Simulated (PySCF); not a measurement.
H₆Si₂, SMILES [SiH3][SiH3]. Atoms are numbered in the order given.

```xyz
8

Si     0.0000     0.0000    -1.1718
Si     0.0000     0.0000     1.1718
H     -1.2043    -0.6953    -1.6881
H      1.2043    -0.6953    -1.6881
H      0.0000     1.3906    -1.6881
H     -1.2043     0.6953     1.6881
H      1.2043     0.6953     1.6881
H      0.0000    -1.3906     1.6881
```
Charge 0, spin multiplicity 1.

Geometry: TPSSh-D3(BJ)/def2-TZVP.

All values below come from r2SCAN/def2-TZVPD (PySCF).

Isolated molecule, no solvent.

The total energy is -582.53077 hartree, the point group is D3d and the highest occupied level is -7.53 eV. The lowest empty level comes out as -0.32 eV and the orbital gap is 7.21 eV. The dipole moment is 0.00 D and the quadrupole, principal values (traceless, Buckingham form, about the centre of nuclear charge) is -0.78, 0.39, 0.39 D·Å. The mean static polarisability is 62.4 bohr³ (9.25 Å³). The polarisability, principal values is 56.1, 56.1, 75.1 bohr³.
